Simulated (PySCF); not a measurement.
Molecule: `F[C@H]1CCS1`, C₃H₅FS.

Atom-mapped SMILES (the numbers label the heavy atoms): `[F:1][C@H:2]1[CH2:3][CH2:4][S:5]1` (H(Xn): hydrogen on atom n). Ha(C3), Ha(C4) are cis to F1 on the ring; Hb(C3), Hb(C4) are trans to F1 on the ring.

Geometry PBE0-D3(BJ)/def2-SVP throughout; GIAO in PySCF, gas phase, one conformer, non-relativistic; equivalent atoms averaged; basis pcSseg-2.

For orientation, BHandHLYP gives these shifts δ (against CFCl3, TMS, CS2 at the same level): F1 -136.2, C2 95.4, C3 40.3, C4 20.3, S5 123.7, H(C2) 5.96, Ha(C3) 3.20, Hb(C4) 2.89, Ha(C4) 2.62 ppm.

A run gave: F1 -149.1, C2 103.4, C3 43.3, C4 25.2, S5 158.8, H(C2) 5.97, Ha(C3) 3.20, Hb(C4) 2.82, Ha(C4) 2.60 ppm (shifts δ (against CFCl3, TMS, CS2 at the same level)).

Which functional was used in that run?
A. B97-D
B. WP04
C. mPW1PW91
D. LDA

Answers

B. S5 tells them apart best: WP04 gives 158.8, B97-D gives 146.1, mPW1PW91 gives 117.5, LDA gives 140.1 ppm.
